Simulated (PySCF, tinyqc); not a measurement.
Worked calculation: CISD on RHF in the sto-3g basis, frozen core, for LiH, spin multiplicity 1. The lowest restricted solution is unstable here: a spin-polarised one lies 0.0181 hartree lower (PySCF). One step of it, computed by the program tinyqc.

Problem. Integrals over molecular orbitals. (pq|rs) = sum C_ip C_jq C_kr C_ls (ij|kl), one index at a time.

coefficients C, order 1Li 1s, 1Li 2s, 1Li 2px, 1Li 2py, 1Li 2pz, 2H 1s:
```
[[0.991557, -0.148671, -0.216787, 0.000000, 0.000000, 0.108414],
 [0.032980, 0.519483, 0.800351, 0.000000, 0.000000, -0.460056],
 [0.000000, 0.000000, 0.000000, -0.544156, 0.838984, 0.000000],
 [0.000000, 0.000000, 0.000000, 0.838984, 0.544156, 0.000000],
 [-0.004259, 0.315044, -0.574462, 0.000000, 0.000000, -0.832948],
 [-0.001974, 0.618481, -0.243699, 0.000000, 0.000000, 0.859746]]
```

core Hamiltonian H = T + V (hartree), order 1Li 1s, 1Li 2s, 1Li 2px, 1Li 2py, 1Li 2pz, 2H 1s:
```
[[-4.627508, -1.037971, 0.000000, 0.000000, -0.007218, -0.048116],
 [-1.037971, -1.320523, 0.000000, 0.000000, -0.078193, -0.317357],
 [0.000000, 0.000000, -1.074288, 0.000000, 0.000000, 0.000000],
 [0.000000, 0.000000, 0.000000, -1.074288, 0.000000, 0.000000],
 [-0.007218, -0.078193, 0.000000, 0.000000, -1.131289, -0.451200],
 [-0.048116, -0.317357, 0.000000, 0.000000, -0.451200, -1.130794]]
```

Two-electron integrals (ij|kl) in chemists' order, unique and non-zero (hartree):
```
(11|11) 1.680395   (21|11) 0.265420   (21|21) 0.049941   (22|11) 0.397727
(22|21) 0.092860   (22|22) 0.290562   (31|31) 0.008981   (32|31) 0.013788
(32|32) 0.064184   (33|11) 0.396640   (33|21) 0.092880   (33|22) 0.290497
(33|33) 0.312946   (41|41) 0.008981   (42|41) 0.013788   (42|42) 0.064184
(43|43) 0.016869   (44|11) 0.396640   (44|21) 0.092880   (44|22) 0.290497
(44|33) 0.279207   (44|44) 0.312946   (51|51) 0.008981   (52|51) 0.013788
(52|52) 0.064184   (53|53) 0.016869   (54|54) 0.016869   (55|11) 0.396640
(55|21) 0.092880   (55|22) 0.290497   (55|33) 0.279207   (55|44) 0.279207
(55|55) 0.312946   (61|11) 0.011132   (61|21) 0.002133   (61|22) 0.004131
(61|33) 0.004075   (61|44) 0.004075   (61|51) 0.000301   (61|52) 0.000593
(61|55) 0.004245   (61|61) 0.000103   (62|11) 0.060671   (62|21) 0.014501
(62|22) 0.052989   (62|33) 0.049821   (62|44) 0.049821   (62|51) 0.002158
(62|52) 0.016851   (62|55) 0.059274   (62|61) 0.000771   (62|62) 0.021147
(63|31) 0.000726   (63|32) 0.004271   (63|53) 0.002091   (63|63) 0.000961
(64|41) 0.000726   (64|42) 0.004271   (64|54) 0.002091   (64|64) 0.000961
(65|11) 0.086287   (65|21) 0.020714   (65|22) 0.077253   (65|33) 0.072006
(65|44) 0.072006   (65|51) 0.003314   (65|52) 0.026131   (65|55) 0.087674
(65|61) 0.001119   (65|62) 0.032696   (65|65) 0.050751   (66|11) 0.221395
(66|21) 0.053376   (66|22) 0.213357   (66|33) 0.196495   (66|44) 0.196495
(66|51) 0.007197   (66|52) 0.074146   (66|55) 0.246884   (66|61) 0.002827
(66|62) 0.114673   (66|65) 0.181016   (66|66) 0.774606
```

Give: one-electron integrals over orbitals h = C^T H C; Two-electron integrals over orbitals.

Solution.

one-electron integrals over orbitals h = C^T H C (hartree):
```
[[-4.6187, 0.0958, 0.1598, 0.0000, 0.0000, -0.0512],
 [0.0958, -1.2390, 0.0036, 0.0000, 0.0000, 0.0621],
 [0.1598, 0.0036, -1.0812, 0.0000, 0.0000, 0.0152],
 [0.0000, 0.0000, 0.0000, -1.0743, 0.0000, 0.0000],
 [0.0000, 0.0000, 0.0000, 0.0000, -1.0743, 0.0000],
 [-0.0512, 0.0621, 0.0152, 0.0000, 0.0000, -1.0214]]
```

Two-electron integrals over orbitals (pq|rs), unique and non-zero (hartree); the lowest 1 orbital is frozen and left out:
```
(22|22) 0.4355    (32|22) -0.0663   (32|32) 0.0284    (33|22) 0.2123
(33|32) 0.0172    (33|33) 0.3215    (42|42) 0.0209    (43|42) 0.0212
(43|43) 0.0414    (44|22) 0.2350    (44|32) 0.0187    (44|33) 0.2775
(44|44) 0.3129    (52|52) 0.0209    (53|52) 0.0212    (53|53) 0.0414
(54|54) 0.0169    (55|22) 0.2350    (55|32) 0.0187    (55|33) 0.2775
(55|44) 0.2792    (55|55) 0.3129    (62|22) 0.1035    (62|32) -0.0516
(62|33) -0.0165   (62|44) -0.0428   (62|55) -0.0428   (62|62) 0.1322
(63|22) -0.0636   (63|32) 0.0238    (63|33) 0.0372    (63|44) 0.0115
(63|55) 0.0115    (63|62) -0.0440   (63|63) 0.0365    (64|42) -0.0175
(64|43) -0.0107   (64|64) 0.0185    (65|52) -0.0175   (65|53) -0.0107
(65|65) 0.0185    (66|22) 0.4043    (66|32) -0.0511   (66|33) 0.2397
(66|44) 0.2541    (66|55) 0.2541    (66|62) 0.0819    (66|63) -0.0474
(66|66) 0.3966
```
